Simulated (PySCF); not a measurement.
Bonds (- single, = double, # triple, : aromatic): N1-Si2 1.724 Å, Si2-N3 1.725 Å. N1 carries H4, H5; Si2 carries H6, H7; N3 carries H8, H9.

Non-relativistic Hamiltonian, one averaged value for each set of equivalent atoms, isolated molecule, one conformer. Geometry from PBE0-D3(BJ)/def2-SVP; shielding tensors at CAM-B3LYP/pcSseg-2 (GIAO); PySCF 2.14.

References, each an isolated molecule treated in the same way: ¹H (σref 31.34) and ²⁹Si (σref 328.96) vs TMS; NH3 for ¹⁵N (σref 261.83).

```csv
atoms,nucleus,count,δ (ppm)
H6/H7,¹H,2,4.91
H4/H5/H8/H9,¹H,4,?
N1/N3,¹⁵N,2,?
Si2,²⁹Si,1,-43.7
```

Question: Fill in the missing shifts.

Answer: 
- H4/H5/H8/H9: 0.55 ppm, hydrogen on a nitrogen bonded to Si; labile proton, position sensitive to the medium
- N1/N3: 23.6 ppm, nitrogen bonded to Si, 2 H

OH and NH positions are those of a molecule without intermolecular hydrogen bonds; in solution they move with solvent, concentration and temperature, and exchange usually removes their couplings. Experimental scales use liquid or dissolved standards, which lie at an offset from isolated NH3 (liquid NH3: subtract about 20 ppm).
